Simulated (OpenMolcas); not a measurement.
# B2NH5 (SMILES BNB): the HOMO–LUMO gap, rung by rung

B2NH5: 8 atoms, total charge 0, spin state singlet. SMILES: `BNB`. Geometry: relaxed at PBE0-D4/def2-TZVP.

Quantity: the HOMO–LUMO gap, in eV. The values are calculated.

```
             level             kind     program  value (eV)  CPU time
    HF/aug-cc-pVDZ     Hartree–Fock  OpenMolcas       13.68      14 s
  BLYP/aug-cc-pVDZ              GGA  OpenMolcas        5.43      49 s
revPBE/aug-cc-pVDZ              GGA  OpenMolcas        5.41      54 s
 M06-L/aug-cc-pVDZ         meta-GGA  OpenMolcas        6.07      73 s
  TPSS/aug-cc-pVDZ         meta-GGA  OpenMolcas        5.84      71 s
 BHLYP/aug-cc-pVDZ    global hybrid  OpenMolcas       10.25      44 s
M06-2X/aug-cc-pVDZ  hybrid meta-GGA  OpenMolcas       10.05      62 s
  PBE0/aug-cc-pVDZ    global hybrid  OpenMolcas        7.78      47 s
```

The values span 5.41 to 13.68 eV. Orbital gaps aren't excitation energies; they tend to grow with the share of exact exchange. CPU times are rough (shared hosts, several kinds of processor): they show what a rung costs within a factor of a few.
